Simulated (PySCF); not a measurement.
# C5H7F: the cost of one run

Programs: PySCF 2.14.0, with density-fitted response routines of our own. Each step states its level of theory. These are calculated values for one molecule in the gas phase, unless marked as measured. Atoms are numbered from 0 throughout.

### Step 1. The starting structure

13 atoms, charge 0, multiplicity 1; geometry from: GFN2-xTB. The atoms were then displaced at random by about 0.01 Å, so the start is not that level's minimum.

Bonds of the start (Å): F0–C1 1.41, C1–C2 1.50, C2–C3 1.28, C3–C4 1.53, C4–C5 1.53, C5–C1 1.54, C1–H6 1.10, C2–H7 1.11, C3–H8 1.07, C4–H9 1.08, C4–H10 1.11, C5–H11 1.09, C5–H12 1.10.

### Step 2. Relaxing the molecule at PBE0-D3(BJ)/def2-SVP

Job settings and geometry (Å):

```
{"job": {"xc": "PBE0", "basis": "def2-SVP", "d3": "d3bj", "grid": 1, "shake": 0.01, "kind": "geom"}, "charge": 0, "multiplicity": 1}
F      1.416570    -1.839640    -0.570490
C      0.758870    -0.916610     0.264100
C      1.242330     0.483970     0.037450
C      0.299840     1.334180    -0.155450
C     -1.076770     0.659890    -0.107040
C     -0.741970    -0.828970    -0.046660
H      0.991740    -1.272750     1.281910
H      2.329820     0.712780     0.052140
H      0.358610     2.396630    -0.297570
H     -1.692640     0.924300    -0.948500
H     -1.621740     0.981440     0.808380
H     -1.328340    -1.367030     0.699090
H     -0.930490    -1.285070    -1.027680
```

Started as:

```sh
OMP_NUM_THREADS=1 python probes_run.py task.json out
```

One launch serves the whole session: the jobs run in the order shown.

**Question.** How long does this first job take on 1 thread of Arm Neoverse V1, shared host, and how much memory does it need?

About 31 s, with a peak of 0.51 GiB.
